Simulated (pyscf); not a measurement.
This saddle point was located with ωB97X-D3(BJ)/def2-SVP in PySCF.

```
Si
N 1 1.6314
H 2 1.0230 1 113.79
H 1 1.5117 2 110.60 3 -179.99
H 1 2.3024 4 119.14 2 -159.82
O 5 1.0547 1 121.29 4 -96.30
H 6 0.9807 5 104.12 1 97.86
H 6 1.0546 7 104.12 5 85.30
```

Surface: singlet, charge 0. Lowest wavenumbers (cm⁻¹): 1155i, 122, 153, 312, 318.

Task: Name the species on either side of this saddle.

Result: HN=SiH₂ (SMILES N=[SiH2]) + H₂O (SMILES O) ⇌ HN=SiH₂ (SMILES N=[SiH2]) + H₂O (SMILES O), a four-centre exchange read from left to right: H–Si, H–O broken and H–Si, H–O formed. At CCSD(T)/def2-TZVPP + ΔMP2(QZVPP) it lies +62.4 kcal/mol from the left side and +62.4 kcal/mol from the right (each side as separated species at their lowest minima found). The reactants may also form a dative adduct at HN=SiH₂; it and routes through it were not searched. The products may also form a dative adduct at HN=SiH₂; it and routes through it were not searched. HN=SiH₂ lies 18.2 kcal/mol over its isomer H₂N–SiH: [singlet] (electronic energy, ωB97M-D3(BJ)). This is the saddle that the search found; another between the same sides may lie lower. The CCSD(T) − MP2 part came from Ansatz, without density fitting, on the same reference.
